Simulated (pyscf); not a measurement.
This saddle point was located with ωB97X-D3(BJ)/def2-SVP in PySCF.

```xyz
6

Se     1.8677     0.4877    -1.7315
Si     0.7461    -0.0189    -0.0516
H      1.5092    -0.4165     1.3485
H     -0.4397     0.5537     0.6267
H      0.2775    -1.5776     0.1750
H      0.9670    -1.2728     0.9571
```

Surface: singlet, charge 0. Lowest wavenumbers (cm⁻¹): 1562i, 446, 543, 552, 896.

Task: Name the species on either side of this saddle.

Result: H₂Si=Se (SMILES [SiH2]=[Se]) + H₂ (SMILES [H][H]) <-> H₂Si=Se (SMILES [SiH2]=[Se]) + H₂ (SMILES [H][H]), a four-centre exchange read from left to right: H–Si, H–H broken and H–Si, H–H formed. At ωB97M-D3(BJ)/def2-TZVP it lies +1.40 eV from the left side and +1.40 eV from the right (each side as separated species at their lowest minima found). At the saddle there is also a short H–Si contact that neither side keeps. The same reactants have a lower exit, to H₃Si–SeH (barrier +0.93 eV at ωB97M-D3(BJ)/def2-TZVP, against +1.40 eV here). This is the saddle that the search found; another between the same sides may lie lower. Elements up to Kr have no core potential and no relativistic terms here.
